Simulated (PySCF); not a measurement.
ozone (O3), SMILES O=[O+][O-]. Geometry: PBE-D3(BJ)/def2-TZVP. The molecule may have multireference character, which single-reference levels describe poorly.

These are PySCF with PBE-D3(BJ)/def2-TZVP values and carry that method's errors.

Harmonic wavenumbers (cm⁻¹): 714, 1068, 1189. Rotational constants (GHz): 110.9, 13.23, 11.82; symmetry number 2.

Task: Work out the zero-point energy and the ideal-gas rigid-rotor harmonic-oscillator thermochemistry at 298.15 K and 1 atm.

Result: ZPE = ½ Σ hcν = ½ × 2972 cm⁻¹ = 17.78 kJ/mol. H − E(el) = 28.09 kJ/mol. Entropy in J/(mol K): translation 157.03, rotation 79.82, vibration 1.69, total 238.54. G − E(el) = -43.03 kJ/mol. Cp = 38.79 J/(mol K).
